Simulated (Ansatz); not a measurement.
A made-up structure of C2H5Si, doublet:

```
atom    x (Å)    y (Å)    z (Å)
  C1   0.4248  -0.9491  -0.0740
  C2   0.0790   0.8220   0.4036
 Si3  -0.8592   0.1957  -0.5746
  H4  -2.0167   0.6687  -1.2476
  H5  -0.3117   1.0566   1.3970
  H6   0.7264   1.6232   0.0379
  H7   0.2128  -1.7319   0.6085
  H8   1.2312  -1.1724  -0.7247
```

It is relaxed with PBE-D4/def2-SVP and then PBE0-D4/def2-TZVP (Ansatz 0.2.0). Atoms count as bonded within 1.22 times the sum of their covalent radii (H–H: 0.88 Å). The end point is not checked to be a true minimum.

(1) Does its bonding change? (Judge from chemistry; the calculation decides.)

Results:

(1) Computed: Yes. Formed: C1–C2; broken: none.

Where it ends: The first stage lowers the energy by 4.04 eV in 10 steps. It ends as C₂H₅Si ([CH2]1[CH2][SiH]1):
C1  (0.325, -0.694, -0.123)
C2  (0.217, 0.767, 0.382)
Si3  (-0.807, 0.386, -1.114)
H4  (-2.277, 0.210, -0.918)
H5  (-0.280, 0.923, 1.335)
H6  (1.118, 1.363, 0.282)
H7  (-0.102, -1.467, 0.509)
H8  (1.292, -0.977, -0.527)
(Å)

Labels in which every atom is bracketed show which atoms are joined, not bond orders.

For scale, one of the runs: PBE0-D4/def2-TZVP relaxation, 129 basis functions, launched by `ansatz run in.yaml --threads 2 --pin off --events-out ev --progress --plain --max-ram 4352MiB`. Hardware: 2 CPU threads of an AMD EPYC 9R45, shared host. Wall time about 7 s.
